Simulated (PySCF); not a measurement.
Molecular orbitals of CF

B3LYP at R = 1.270 Å; basis C pcseg-2, F pcseg-2; no relativity; PySCF 2.14. State: ²Π (doublet), unpaired electrons π ↑. Only the outer orbitals are listed, counted within each symmetry.

```tsv
spin	orbital	occ.	ε (eV)	on C (%)	main shells (%)
α	3σ	1	-36.41	11	86 F s
α	4σ	1	-19.21	29	60 F p, 25 C s, 11 F s
α	1π	1	-15.38	13	86 F p, 12 C p
α	1π	1	-15.06	12	88 F p, 10 C p
α	5σ	1	-11.47	89	65 C s, 23 C p, 12 F p
α	2π	1	-6.02	89	89 C p, 11 F p
α	2π	0	-3.10	92	92 C p
β	3σ	1	-36.15	11	86 F s
β	4σ	1	-18.70	24	65 F p, 20 C s, 10 F s
β	1π	1	-14.97	11	89 F p, 9 C p
β	1π	1	-14.48	9	91 F p
β	5σ	1	-10.48	93	70 C s, 23 C p
β	2π	0	-2.68	93	93 C p
β	2π	0	-1.53	95	95 C p
```

**Question.** Which are the highest filled and the lowest empty level, where do they sit, and how wide is the gap?

**Answer.** Highest filled α 2π at -6.02 eV (in %: 89 C p, 11 F p); lowest empty α 2π at -3.10 eV (in %: 92 C p); the gap at B3LYP is 2.92 eV. Both belong to one degenerate shell, split only by its one-sided filling, so this is no excitation gap.

```json
{
  "bond order (Mayer)": "1.16",
  "⟨S²⟩": "0.753",
  "charge on C (Mulliken, basis-dependent)": "0.09",
  "charge on C (Löwdin, basis-dependent)": "-0.11",
  "dipole moment (positive dipole means C(−)F(+))": "0.78 D",
  "polarisability along the bond": "13.9 bohr³",
  "polarisability across the bond": "11.0 bohr³"
}
```

The state was picked by a PBE0 search and need not be the measured ground state.
